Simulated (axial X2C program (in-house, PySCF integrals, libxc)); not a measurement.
## Potential curves of SiP, without spin–orbit coupling

All values were computed with an in-house all-electron X2C program for linear molecules (integrals from PySCF). Spin-free means the one-electron spin-free X2C Hamiltonian. Basis: P dyall-v2z [7s7p1d], Si dyall-v2z [7s7p1d] (cores contracted in-house); Gaussian nuclei, density fitting, unrestricted open shells. Masses: P 30.974 u, Si 27.977 u.

State: M_S = 1/2, Λ = 1 (beyond evenly filled blocks: π+α, π+β, π-α). Energies in eV from the fragments at the same level (P + Si). Fits are polynomials in 1 − R0/R over 0.85 to 1.23 times the lowest point R0.

```
 R (Å)       HF     PBE0   PBEsol  r2SCAN0
1.8218  -0.1285  -2.3028  -2.7669  -2.0246
1.9055  -0.7708  -2.9626  -3.4493  -2.6778
1.9684  -1.0383  -3.2458  -3.7531  -2.9540
2.0312  -1.1781  -3.3902  -3.9208  -3.0903
2.0940  -1.2369  -3.4272  -3.9829  -3.1191
2.1673  -1.2383  -3.3677  -3.9543  -3.0506
2.2406  -1.1885  -3.2275  -3.8449  -2.9044
2.3348  -1.0725  -2.9701  -3.6221  -2.6506
2.4500  -0.8798  -2.6061  -3.2717  -2.3081
2.6175  -0.5591  -2.0892  -2.7000  -1.8177
```

One determinant describes the state; a PBE0 search over occupations chose it and may have missed a lower one. De is counted from the lowest determinant-based energies of the atoms at the same level, without counterpoise correction. Other states lie close and PBE0, whose exact exchange favours high spin, may order them wrongly; the determinant shown need not be the ground state. The nearest other spin-free determinant of the search, M_S = 1/2, Λ = 0, lies 0.22 eV up at the distance of the search. The functionals have no current-density term, which raises determinants with orbital currents, atoms included. At some level and bond length an empty orbital lies below a filled one. The determinant is spin-polarised beyond a pure state at some levels (its spin-free form has ⟨S²⟩ too high), which makes Re and μ there less reliable.

Task: What are Re, ωe and De at the HF level?

Result: At HF, spin-free: Re = 2.131 Å, ωe ≈ 454 cm⁻¹, De = 1.25 eV to P + Si; Be follows as 0.253 cm⁻¹.

Task: What are Re, ωe and De at the PBE0 level?

Result: At PBE0, spin-free: Re = 2.088 Å, ωe ≈ 628 cm⁻¹, De = 3.43 eV to P + Si; Be follows as 0.263 cm⁻¹.

Task: What are Re, ωe and De at the PBEsol level?

Result: At PBEsol, spin-free: Re = 2.108 Å, ωe ≈ 597 cm⁻¹, De = 3.99 eV to P + Si; Be follows as 0.258 cm⁻¹.

Task: Fit the r2SCAN0 curve near its minimum: give the equilibrium distance, the harmonic wavenumber and the well depth.

Result: At r2SCAN0, spin-free: Re = 2.082 Å, ωe ≈ 637 cm⁻¹, De = 3.12 eV to P + Si; Be follows as 0.265 cm⁻¹.
